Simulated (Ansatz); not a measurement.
Reaction (SMILES): [PH2] (PH2) → 2 H atom + P atom
B3LYP-D3(BJ)/def2-TZVP geometries, fixed; electronic energies without zero-point terms.

Basis-set convergence of the atomisation energy at CCSD(T) with Ansatz (a program for electronic structure). Cartesian d functions, on some or all atoms, in 6-31G*, 6-31+G*, 6-311G**, 6-311+G**; all else is spherical. Cores are frozen. Open shells are unrestricted. No added dispersion term, no relativity. Functions are those of the species that has most. Reference: Hartree-Fock in aug-cc-pV(Q+d)Z plus the correlation part extrapolated as X^-3 from aug-cc-pV(T+d)Z and aug-cc-pV(Q+d)Z, 154.44 kcal/mol, itself unsure by roughly 0.65 kcal/mol (a third of the extrapolation step and of the last Hartree-Fock step). Deviations are taken from unrounded values.

```tsv
basis	functions	atomisation energy (kcal/mol)
6-31G*	23	126.32
6-31+G*	27	126.76
def2-SVP	28	139.48
def2-SVPD	40	141.89
pcseg-1	28	138.01
aug-pcseg-1	45	139.64
cc-pV(D+d)Z	33	139.05
aug-cc-pV(D+d)Z	50	141.52
6-311G**	39	141.92
6-311+G**	43	141.71
def2-TZVP	49	145.20
def2-TZVPD	61	146.15
pcseg-2	62	150.02
aug-pcseg-2	96	150.27
cc-pV(T+d)Z	67	148.94
aug-cc-pV(T+d)Z	101	150.27
def2-TZVPP	70	149.35
def2-TZVPPD	82	149.74
cc-pV(Q+d)Z	124	152.33
aug-cc-pV(Q+d)Z	181	152.82
def2-QZVPP	130	152.33
def2-QZVPPD	142	152.42
pcseg-3	130	152.13
aug-pcseg-3	187	152.30
```

What the diffuse functions change, pair by pair:
- 6-31G* to 6-31+G*: 4 more functions, deviation -28.11 to -27.68 kcal/mol
- def2-SVP to def2-SVPD: 12 more functions, deviation -14.95 to -12.55 kcal/mol
- pcseg-1 to aug-pcseg-1: 17 more functions, deviation -16.43 to -14.80 kcal/mol
- cc-pV(D+d)Z to aug-cc-pV(D+d)Z: 17 more functions, deviation -15.39 to -12.91 kcal/mol
- 6-311G** to 6-311+G**: 4 more functions, deviation -12.51 to -12.72 kcal/mol
- def2-TZVP to def2-TZVPD: 12 more functions, deviation -9.24 to -8.28 kcal/mol
- pcseg-2 to aug-pcseg-2: 34 more functions, deviation -4.42 to -4.17 kcal/mol
- cc-pV(T+d)Z to aug-cc-pV(T+d)Z: 34 more functions, deviation -5.50 to -4.16 kcal/mol
- def2-TZVPP to def2-TZVPPD: 12 more functions, deviation -5.08 to -4.69 kcal/mol
- cc-pV(Q+d)Z to aug-cc-pV(Q+d)Z: 57 more functions, deviation -2.10 to -1.62 kcal/mol
- def2-QZVPP to def2-QZVPPD: 12 more functions, deviation -2.11 to -2.02 kcal/mol
- pcseg-3 to aug-pcseg-3: 57 more functions, deviation -2.31 to -2.13 kcal/mol

Leaving out the reference's own pair, they bring the value nearer the reference by more than 0.65 kcal/mol in 5 of 11 pairs.
